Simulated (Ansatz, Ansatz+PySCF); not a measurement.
```xyz
9

C     0.8239   -0.0060   -0.0268
C    -0.4704    0.7229    0.0192
C    -0.4099   -0.7766    0.0354
H     1.4235    0.0005    0.8848
H     1.4426    0.0372   -0.9435
H    -0.6852    1.2485   -0.9252
H    -0.7202    1.2861    0.8718
H    -0.6946   -1.2322    0.9147
H    -0.7763   -1.2798   -0.9329
```

RHF on singlet C₃H₆ was run in several spherical basis sets with Ansatz (development build ahead of 0.2.0).

(1) Rank the basis sets by the total energy that they give, lowest first, with the distance from the lowest.
A. def2-SVP
B. cc-pVDZ
C. cc-pVTZ
D. 6-31G(d)
E. 6-31G
F. def2-TZVP

Answers

(1) F (0.00 eV), C (0.03 eV), B (0.96 eV), D (1.21 eV), E (2.61 eV), A (3.40 eV).

Totals follow the description of the cores as much as that of the bonds, so this order isn't one of quality for chemistry.
